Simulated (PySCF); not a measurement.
Gas-phase reaction: AlH₃ + 3 HCl → AlCl₃ + 3 H₂

Computed with PySCF (xtb for GFN2) and rigid-rotor harmonic-oscillator thermochemistry at 1 bar. † marks an energy on the PBE0/def2-TZVP geometry and frequencies; other levels use their own. CCSD(T) freezes the core. 6-31G* has spherical d functions here. All species are closed-shell singlets. B3LYP is the form with VWN-RPA correlation. AlH₃: computed as isolated molecules; such fragments, hydroxides, amides, oligomers or adducts are transient or little studied in the gas. CCSD(T) isn't extrapolated to the basis-set limit.

```tsv
level	ΔH°(298 K), kJ
B3LYP/6-31G*	-445
B3LYP/def2-TZVP†	-423
CCSD(T)/def2-TZVPP†	-424
GFN2-xTB	___
HF/def2-TZVP†	-412
PBE/def2-SVP	___
PBE/def2-TZVP†	___
PBE0/def2-QZVP†	-417
PBE0/def2-SVP†	___
r2SCAN/def2-TZVP†	-461
ωB97M-V/def2-TZVP†	-439
```

Task: Some entries are withheld; supply them.

Result: 
- GFN2-xTB, ΔH°(298 K), kJ: -340
- PBE/def2-SVP, ΔH°(298 K), kJ: -425
- PBE/def2-TZVP†, ΔH°(298 K), kJ: -426
- PBE0/def2-SVP†, ΔH°(298 K), kJ: -421
